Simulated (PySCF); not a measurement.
**`N#CCC[S-]`: 4 charge schemes on one density**

C3H4NS (charge -1).
SMILES with atom numbers: `[N:1]#[C:2][CH2:3][CH2:4][S-:5]` (hydrogens: H6, H7 on C3; H8, H9 on C4)

Cartesian coordinates in Å at the GFN2-xTB level; atoms count from 1:
```xyz
9
C3H4NS angstrom
N      2.4963    0.5048   -0.7303
C      1.5192   -0.0214   -0.4228
C      0.2691   -0.5889   -0.0371
C     -0.8067    0.5063    0.1872
S     -2.3646   -0.2403    0.6722
H      0.3849   -1.1555    0.8916
H     -0.0887   -1.2719   -0.8135
H     -0.9356    1.0778   -0.7413
H     -0.4603    1.1951    0.9688
```

Density: PBE0/pcSseg-1 (PySCF); schemes: Mulliken, IAO, Hirshfeld and ESP-fitted. Geometry: GFN2-xTB, one conformer, isolated ion. The pcSseg-1 basis has no diffuse functions, a weakness for an anion. The HOMO energy is positive at this level (+0.06 eV), so the outermost electrons may be held by the finite basis alone.

Q: What partial charge does each atom carry?

A: In e:

```
atom                   environment  Mulliken     IAO  Hirshfeld  ESP-fitted
  N1              nitrile nitrogen    -0.324  -0.341     -0.309      -0.581
  C2                nitrile carbon    +0.025  +0.152     +0.069      +0.368
  C3  sp3 carbon next to a nitrile    -0.179  -0.312     -0.074      -0.126
  C4    sp3 carbon bound to sulfur    -0.302  -0.306     -0.112      -0.144
  S5               thiolate sulfur    -0.702  -0.760     -0.661      -0.864
  H6            methylene hydrogen    +0.135  +0.170     +0.040      +0.080
  H7            methylene hydrogen    +0.135  +0.170     +0.040      +0.078
  H8            methylene hydrogen    +0.106  +0.114     +0.004      +0.094
  H9            methylene hydrogen    +0.106  +0.114     +0.004      +0.094
```

Mean size of the charges over all atoms: IAO 0.271 e, ESP-fitted 0.270 e, Mulliken 0.224 e, Hirshfeld 0.146 e. Each set sums to the total charge, -1, to within 0.001 e. The Hirshfeld scheme weights the molecular density at each point by an atom's share of the summed free-atom densities.

Lowest charge. All schemes agree: Mulliken S5 (-0.702); IAO S5 (-0.760); Hirshfeld S5 (-0.661); ESP-fitted S5 (-0.864).

Highest charge. The schemes don't all agree: Mulliken H6 and H7 (+0.135); IAO H6 and H7 (+0.170); Hirshfeld C2 (+0.069); ESP-fitted C2 (+0.368).

Q: How many electrons does the ESP-fitted scheme count on C3?

A: Z − q = 6 − (-0.126) = 6.126.

Q: Sum the charges by element, for elements with more than one atom.

A: 
```json
{"element": "C", "atoms": "3", "Mulliken": "-0.457", "IAO": "-0.466", "Hirshfeld": "-0.117", "ESP-fitted": "+0.099"}
{"element": "H", "atoms": "4", "Mulliken": "+0.482", "IAO": "+0.566", "Hirshfeld": "+0.088", "ESP-fitted": "+0.346"}
```

Q: How closely do the schemes follow one another over all atoms?

A: Correlation coefficient and root-mean-square difference: Mulliken with IAO 0.98, 0.067 e; Hirshfeld with ESP-fitted 0.96, 0.159 e; Mulliken with Hirshfeld 0.94, 0.100 e; IAO with Hirshfeld 0.92, 0.137 e; IAO with ESP-fitted 0.92, 0.147 e; Mulliken with ESP-fitted 0.90, 0.165 e.
